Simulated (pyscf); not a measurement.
water (H₂O) + O=P–OH -> HO–P(OH)–OH, an addition across a multiple bond or ene-type step (singlet surface; H–O broken, O–P, H–O formed). PySCF, gas phase, ωB97X-D3(BJ)/def2-SVP geometries. MP2 and CC: frozen core, UHF for open shells. ΔMP2 is the change of the MP2 total energy from the triple- to the quadruple-zeta basis. Energies in eV from the separated reactants.

Small-basis levels: PySCF, no dispersion term, spherical d functions. AM1 to PM7: differences of heats of formation from MOPAC, which are fitted to 298 K values and so differ in kind from electronic energies by zero-point and thermal terms. 

```csv
level,barrier,reaction energy
HF/STO-3G,0.39,-2.48
HF/3-21G,0.00,-2.09
HF/6-31G*,1.07,-1.09
MP2/6-31G*,0.72,-0.74
SVWN5/6-31G*,-0.35,-1.42
BP86/6-31G*,0.34,-0.84
PM3,0.46,-1.79
PM6,0.60,-0.97
PM7,0.38,-1.39
CCSD(T)/def2-TZVPP + ΔMP2(QZVPP),0.71,-0.89
```

Against the last row the barrier runs from -1.06 (SVWN5/6-31G*) to +0.36 eV (HF/6-31G*); MP2/6-31G* happens to lie closest here (0.01 eV apart). At SVWN5/6-31G* this geometry lies under one side, so the entry may be no barrier of that level: it is a single point on another level's saddle. CCSD(T)/def2-TZVPP + ΔMP2(QZVPP) has limits of its own. This is the saddle that the search found; another between the same sides may lie lower. The CCSD(T) − MP2 part came from Ansatz, without density fitting, on the same reference.
